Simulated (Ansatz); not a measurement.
**Relative stability**

The two ends of one reaction step of CH₇OSi, doublet (PBE0-D4/def2-TZVP).

A:

H1  (-0.565, -1.317, 0.762)
Si2  (1.847, 0.281, -1.192)
O3  (0.943, 1.394, -0.374)
C4  (-1.343, -0.631, 1.099)
H5  (0.982, -0.623, -2.014)
H6  (2.759, 1.064, -2.068)
H7  (0.206, 1.055, 0.140)
H8  (-2.146, -1.201, 1.565)
H9  (-1.750, -0.085, 0.247)
H10  (-0.933, 0.062, 1.836)
(Å)

B:

```
10
angstrom
H 1.1199 -1.2434 -0.5633
Si 1.3994 0.0620 -1.2018
O 0.3504 1.1331 -0.5119
C -1.8143 -0.6027 1.6778
H 1.1912 -0.0336 -2.6726
H 2.8149 0.4555 -0.9618
H 0.3841 2.0446 -0.8038
H -1.4692 -0.8570 2.6697
H -2.7365 -1.0295 1.3102
H -1.2401 0.0710 1.0574
```

Computed with Ansatz 0.2.0 (basis: def2-TZVPP); correlated methods freeze the cores; orbitals are unrestricted. B3LYP uses VWN-RPA correlation.

**Question.** Which structure is lower at CCSD(T), and by how much? (Judge from chemistry; the value comes from the calculation.)

**Answer.** By the calculation: A, by 14.74 kcal/mol (electronic energy, against the other). By their contacts, A is a complex of SiH₃O ([OH][SiH2]) + CH₄ and B is a complex of SiH₄O ([OH][SiH3]) + CH₃.

All methods give the same order:

```tsv
method	E(B) − E(A) (kcal/mol)
SPW92	24.41
PBE-D4	20.06
BLYP-D4	17.61
r2SCAN-D4	16.05
B97M-V	16.53
PBE0-D4	17.61
B3LYP-D4	16.06
r2SCAN0-D4	14.88
BHLYP-D4	13.05
CAM-B3LYP-D4	15.47
wB97X-V	15.43
wB97M-V	15.10
B2PLYP	15.23
PBE-QIDH	15.85
RPA on PBE	14.91
HF	6.77
MP2	16.37
CCSD	13.60
CCSD(T)	14.74
```

The T1 diagnostic stays at or below 0.013. ⟨S²⟩ of the unrestricted Hartree–Fock references: 0.75 to 0.76 (a pure state has 0.75).

Labels in which every atom is bracketed show which atoms are joined, not bond orders.

For scale, one of the runs: CCSD(T)/def2-TZVPP, 202 basis functions, launched by `ansatz run in.yaml --threads 4 --pin off --events-out ev --progress --plain --max-ram 9574MiB`. Time: 64 s of wall clock on 4 CPU threads of a Oxide Virtual Turin-like; the host was shared. Peak host memory: 6.5 GiB.
